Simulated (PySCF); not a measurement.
# AlH₃ + Cl₂ → AlH + 2 HCl

Level: B3LYP in the def2-TZVP basis family, all electrons, no relativity, computed in PySCF with density fitting; open shells unrestricted.

| species | state and structure | E (Eh) | ZPE (kJ/mol) | H(298 K) − H(0) (kJ/mol) | S° (J/(mol K)) |
| --- | --- | --- | --- | --- | --- |
| AlH₃ | singlet, D3h, Al–H 1.580 Å (×3) | -244.23256 | 48.6 | 10.6 | 207.3 |
| Cl₂ | singlet, D∞h, Cl–Cl 2.014 Å | -920.42200 | 3.2 | 9.2 | 223.0 |
| AlH | singlet, C∞v, Al–H 1.662 Å | -243.00601 | 9.8 | 8.7 | 187.8 |
| HCl | singlet, C∞v, H–Cl 1.282 Å | -460.83511 | 17.6 | 8.7 | 186.7 |

Q: What is the electronic reaction energy?

A: At B3LYP/def2-TZVP, ΔE = -56.9 kJ/mol from the differences of the total energies times 2625.5, downhill. 

Q: Add zero-point, thermal and entropy terms for 298.15 K and 1 bar.

A: ΔZPE = -6.8 and Δ[H(298) − H(0)] = 6.3 kJ/mol give ΔH° = -57.4 kJ/mol. ΔS° = 130.9 J/(mol K), so ΔG° = -57.4 − 298.15 × (0.1309) = -96 kJ/mol and log₁₀K = 16.9.

The structures come from searches over a few start shapes, so lower isomers are not excluded.
